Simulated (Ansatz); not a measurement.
Molecule: difluoromethane, CH$_{2}$F$_{2}$ (charge 0, singlet). 
Geometry from a B3LYP-D3(BJ)/def2-TZVP (Ansatz, a program for electronic structure) optimisation:
```xyz
5

C      0.0044     0.0053     0.5043
F     -0.0170     1.1024    -0.3021
F      0.0119    -1.1085    -0.2792
H     -0.9025    -0.0002     1.1113
H      0.9218     0.0234     1.0951
```

Basis-set convergence of Hartree-Fock and CCSD(T) correlation energies (hartree) with Ansatz. Valence correlation only, unless marked. Spin-orbit coupling is left out. Non-relativistic.

| basis | functions | E(HF) | E(corr, CCSD(T)) | rough core time |
|---|---|---|---|---|
| cc-pVDZ | - | -237.91087 | -0.53918 | under 20 s |
| cc-pVTZ | 118 | -237.99426 | -0.70496 | under 20 s |
| cc-pVQZ | 225 | -238.01390 | -0.76232 | 40 s |

Extrapolating the two largest sets (X = 3 and 4) as X^-3: E(corr) = (64·(-0.76232) - 27·(-0.70496))/37 = -0.8042 Eh, an estimate of the basis-set limit. The largest set recovers 94.8 % of it, the smallest 67.0 %.
